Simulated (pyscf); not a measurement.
Optimised with ωB97X-D3(BJ)/def2-SVP in PySCF.

Estimate by transition-state theory (the high-pressure limit) the rate constant of H₂P–GaH₂ → HP=GaH + hydrogen (H₂) (singlet surface; H–P, Ga–H broken, H–H formed) at 1200 K, with ωB97M-D3(BJ)/def2-TZVP energies (ideal gas, 1 atm, RRHO with modes under 100 cm⁻¹ raised to 100, one conformer, R ln 2 for chiral ones without a mode under 150 cm⁻¹; no tunnelling).

The electronic barrier is 59.0 kcal/mol and the thermal terms add +0.6, so ΔG‡ = 59.6 kcal/mol. With k_BT/h = 2.50e+13 s⁻¹ and RT = 2.385 kcal/mol, k = 3.5e+02 s⁻¹; so small a molecule is far into fall-off at 1 atm, where the true rate is lower. Wigner's tunnelling factor for 1480i cm⁻¹ would be 1.13. A shift of 1 kcal/mol in the barrier changes k by a factor 1.5. At the saddle there is also a short Ga–H contact that neither side keeps. HP=GaH lies 17.6 kcal/mol over its isomer H₂P–Ga [singlet] (electronic energy, ωB97M-D3(BJ)/def2-TZVP). This is the saddle that the search found; another between the same sides may lie lower. Elements up to Kr have no core potential and no relativistic terms here.
